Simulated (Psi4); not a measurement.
**MP2/def2-TZVP run of C2H3Al (ethynylalumane)**

Aim: the vertical singlet–triplet gap of C2H3Al (ethynylalumane) at MP2/def2-TZVP, from 2 runs. The job is set up through a QCSchema input.

Program for the calculation: Psi4 1.11.

6 further runs of the same task are left out: 6 that didn't finish. Runs told in other sessions of the task aren't counted.

## (1) The system as given

The species is C2H3Al (6 atoms), meant as a singlet with charge 0. SMILES: `C#[C][AlH2]`. Geometry: relaxed at PBE0-D4/def2-TZVP.

Bond lengths: C1–C2 1.211 Å, C2–Al3 1.906 Å, C1–H4 1.067 Å, Al3–H5 1.580 Å, Al3–H6 1.580 Å. Angles: C1–C2–Al3 179.9°, C2–C1–H4 180.0°, C2–Al3–H5 118.8°, C2–Al3–H6 118.8°, H5–Al3–H6 122.4°.

## (2) A single-point energy at MP2/def2-TZVP

job.json

```json
{
 "schema_name": "qcschema_input",
 "schema_version": 1,
 "molecule": {
  "schema_name": "qcschema_molecule",
  "schema_version": 2,
  "symbols": ["C", "C", "Al", "H", "H", "H"],
  "geometry": [-1.49817487, -3.0946155, -0.56332736, -0.50285612, -1.06618348, -0.20068891, 1.06731732, 2.12443011, 0.36849659, -2.37538574, -4.88135155, -0.88325799, 2.56379143, 3.41038874, -1.87177373, 0.82505443, 3.38638922, 3.06324605],
  "molecular_charge": 0,
  "molecular_multiplicity": 1,
  "fix_symmetry": "c1",
  "fix_com": true,
  "fix_orientation": true
 },
 "driver": "energy",
 "model": {
  "method": "mp2",
  "basis": "def2-TZVP"
 },
 "keywords": {
  "puream": true,
  "e_convergence": 1e-09,
  "d_convergence": 1e-08,
  "scf_type": "pk",
  "num_frozen_docc": 7,
  "mp2_type": "conv"
 }
}
```

On the command line:

```
$ psi4 --qcschema job.json -n 1 --memory 2200MB
```

stdout:

```text
[...]
  Running in c1 symmetry.
[...]
  Nuclear repulsion =   69.410462205534458
[...]
  Multiplicity = 1
[...]
  Nalpha       = 14
  Nbeta        = 14
[...]
    Number of basis functions: 117
[...]
   @RHF iter   1:  -319.30477212801088   -1.17612e+00   3.07683e-03 ADIIS/DIIS
[...]
   @RHF iter  11:  -319.37269402508491   -3.03544e-11   4.49854e-09 DIIS
[...]
    Orbital Energies [Eh]
    ---------------------
    Doubly Occupied:
       1A    -58.481840     2A    -11.240108     3A    -11.209841
       4A     -4.897892     5A     -3.213521     6A     -3.211245
       7A     -3.210631     8A     -1.016747     9A     -0.737871
      10A     -0.613685    11A     -0.489939    12A     -0.444668
      13A     -0.403548    14A     -0.395331
[...]
  @RHF Final Energy:  -319.37269402508491
   => Energetics <=
    Nuclear Repulsion Energy =             69.4104622055344578
    One-Electron Energy =                -578.4325782452898466
    Two-Electron Energy =                 189.6494220146704492
    Total Energy =                       -319.3726940250849111
[...]
 Multipole Moments:
 ------------------------------------------------------------------------------------
     Multipole            Electronic (a.u.)      Nuclear  (a.u.)        Total (a.u.)
 ------------------------------------------------------------------------------------
 L = 1.  Multiply by 2.5417464519 to convert [e a0] to [Debye]
 Dipole X            :         -2.9836145            2.8823993           -0.1012152
 Dipole Y            :         -4.7749188            4.5682240           -0.2066948
 Dipole Z            :         -0.5517755            0.5145724           -0.0372031
 Magnitude           :                                                    0.2331337
[...]
	SCS-MP2 Total Energy (a.u.)        :  -319.74797970490772
	SOS-MP2 Total Energy (a.u.)        :  -319.72143885047115
	SCSN-MP2 Total Energy (a.u.)       :  -319.51282973650996
[...]
	SOS-PI-MP2 Total Energy (a.u.)     :  -319.77956298803548
[...]
	MP2 Total Energy (a.u.)            :  -319.74293727621642
[...]
```

The result, in JSON:

```text
{
 "driver": "energy",
 "model": {
  "method": "mp2",
  "basis": "def2-TZVP"
 },
 "success": true,
 "return_result": -319.7429372762164,
 "properties": {
  "calcinfo_nbasis": 117,
  "calcinfo_nmo": 117,
  "calcinfo_nalpha": 14,
  "calcinfo_nbeta": 14,
  "calcinfo_natom": 6,
  "nuclear_repulsion_energy": 69.41046220553446,
  "return_energy": -319.7429372762164,
  "scf_one_electron_energy": -578.4325782452898,
  "scf_two_electron_energy": 189.64942201467045,
  "scf_dipole_moment": [-0.10121517528294932, -0.20669483655503207, -0.03720311969565315],
  "scf_total_energy": -319.3726940250849,
  "scf_iterations": 11,
  "mp2_same_spin_correlation_energy": -0.07962256330967232,
  "mp2_opposite_spin_correlation_energy": -0.2906206878218531,
  "mp2_singles_energy": 0.0,
  "mp2_doubles_energy": -0.3702432511315254,
  "mp2_correlation_energy": -0.37024325113151235,
  "mp2_total_energy": -319.7429372762164
 }
}
```

It took 6.9 s on 1 thread of Intel Xeon 6975P-C (Granite Rapids), shared host; peak memory 0.93 GiB.

## (3) The triplet

c2h3al.json

```json
{
 "schema_name": "qcschema_input",
 "schema_version": 1,
 "molecule": {
  "schema_name": "qcschema_molecule",
  "schema_version": 2,
  "symbols": ["C", "C", "Al", "H", "H", "H"],
  "geometry": [-1.49817487, -3.0946155, -0.56332736, -0.50285612, -1.06618348, -0.20068891, 1.06731732, 2.12443011, 0.36849659, -2.37538574, -4.88135155, -0.88325799, 2.56379143, 3.41038874, -1.87177373, 0.82505443, 3.38638922, 3.06324605],
  "molecular_charge": 0,
  "molecular_multiplicity": 3,
  "fix_symmetry": "c1"
 },
 "driver": "energy",
 "model": {
  "method": "mp2",
  "basis": "def2-TZVP"
 },
 "keywords": {
  "reference": "uhf",
  "puream": true,
  "e_convergence": 1e-09,
  "d_convergence": 1e-08,
  "scf_type": "pk",
  "num_frozen_docc": 7,
  "mp2_type": "conv",
  "maxiter": 100
 }
}
```

On the command line:

```
$ psi4 --qcschema c2h3al.json -n 1 --memory 2200MB
```

stdout:

```text
[...]
  Running in c1 symmetry.
[...]
  Nuclear repulsion =   69.410462205534472
[...]
  Multiplicity = 3
[...]
  Nalpha       = 15
  Nbeta        = 13
[...]
    Number of basis functions: 117
[...]
   @UHF iter   1:  -318.97101772828836   -8.42367e-01   4.29413e-03 DIIS/ADIIS
[...]
   @UHF iter  22:  -319.21751912550275   -8.52651e-12   3.33997e-09 DIIS
[...]
   @S^2 Observed:                2.036223279E+00
[...]
    Orbital Energies [Eh]
    ---------------------
    Alpha Occupied:
       1A    -58.439884     2A    -11.313610     3A    -11.306006
       4A     -4.858124     5A     -3.177298     6A     -3.171746
       7A     -3.171082     8A     -1.145973     9A     -0.811407
      10A     -0.657885    11A     -0.541025    12A     -0.533028
      13A     -0.481425    14A     -0.408028    15A     -0.207113
    Alpha Virtual:
      16A      0.081584    17A      0.094264    18A      0.111644
      19A      0.134877    20A      0.154058    21A      0.173676
      22A      0.211404    23A      0.248873    24A      0.265373
      25A      0.281589    26A      0.309096    27A      0.328196
[...]
  @UHF Final Energy:  -319.21751912550275
   => Energetics <=
    Nuclear Repulsion Energy =             69.4104622055344720
    One-Electron Energy =                -577.8524685329734893
    Two-Electron Energy =                 189.2244872019362560
    Total Energy =                       -319.2175191255027471
  UHF NO Occupations:
  HONO-2 :   13  A 1.9882549
  HONO-1 :   14  A 1.0000000
  HONO-0 :   15  A 1.0000000
  LUNO+0 :   16  A 0.0117451
  LUNO+1 :   17  A 0.0032492
[...]
 Multipole Moments:
 ------------------------------------------------------------------------------------
     Multipole            Electronic (a.u.)      Nuclear  (a.u.)        Total (a.u.)
 ------------------------------------------------------------------------------------
 L = 1.  Multiply by 2.5417464519 to convert [e a0] to [Debye]
 Dipole X            :         -0.6107379           -0.1282970           -0.7390349
 Dipole Y            :         -1.2392443           -0.2645524           -1.5037967
 Dipole Z            :         -0.2205669           -0.0479866           -0.2685534
 Magnitude           :                                                    1.6969673
[...]
	SCS-MP2 Total Energy (a.u.)        :  -319.54303558995611
	SOS-MP2 Total Energy (a.u.)        :  -319.52025510564596
	SCSN-MP2 Total Energy (a.u.)       :  -319.33780008266024
[...]
	SOS-PI-MP2 Total Energy (a.u.)     :  -319.57071110233653
[...]
	MP2 Total Energy (a.u.)            :  -319.53814056188583
[...]
```

The result, in JSON:

```text
{
 "driver": "energy",
 "model": {
  "method": "mp2",
  "basis": "def2-TZVP"
 },
 "success": true,
 "return_result": -319.5381405618858,
 "properties": {
  "calcinfo_nbasis": 117,
  "calcinfo_nmo": 117,
  "calcinfo_nalpha": 15,
  "calcinfo_nbeta": 13,
  "calcinfo_natom": 6,
  "nuclear_repulsion_energy": 69.41046220553447,
  "return_energy": -319.5381405618858,
  "scf_one_electron_energy": -577.8524685329735,
  "scf_two_electron_energy": 189.22448720193626,
  "scf_dipole_moment": [-0.7390348900579407, -1.5037967333150875, -0.26855342256642223],
  "scf_total_energy": -319.21751912550275,
  "scf_iterations": 22,
  "mp2_same_spin_correlation_energy": -0.06834145293039452,
  "mp2_opposite_spin_correlation_energy": -0.25227998345268554,
  "mp2_singles_energy": 0.0,
  "mp2_doubles_energy": -0.32062143638308005,
  "mp2_correlation_energy": -0.32062143638307816,
  "mp2_total_energy": -319.5381405618858
 }
}
```

Run time: 10 s. Hardware: 1 thread of Intel Xeon 6975P-C (Granite Rapids), shared host; peak memory 0.94 GiB.

## (4) What came out

Level: MP2/def2-TZVP, 7 core orbitals frozen.

```
                                                           quantity          value
                                              singlet: total energy  -319.74294 Eh
                       singlet: HOMO energy (Hartree–Fock orbitals)      -10.76 eV
                       singlet: LUMO energy (Hartree–Fock orbitals)        0.92 eV
                     singlet: HOMO–LUMO gap (Hartree–Fock orbitals)       11.68 eV
               singlet: correlation energy (7 core orbitals frozen)     -370.2 mEh
                                              triplet: total energy  -319.53814 Eh
triplet: HOMO energy (Hartree–Fock orbitals) (highest over α and β)       -5.64 eV
 triplet: LUMO energy (Hartree–Fock orbitals) (lowest over α and β)       -1.48 eV
               triplet: correlation energy (7 core orbitals frozen)     -320.6 mEh
                         triplet: ⟨S²⟩ of the reference determinant          2.036
                   vertical energy of the triplet above the singlet       5.573 eV
```

**Reading.** At this shape the triplet lies 5.57 eV (129 kcal/mol) above the singlet.
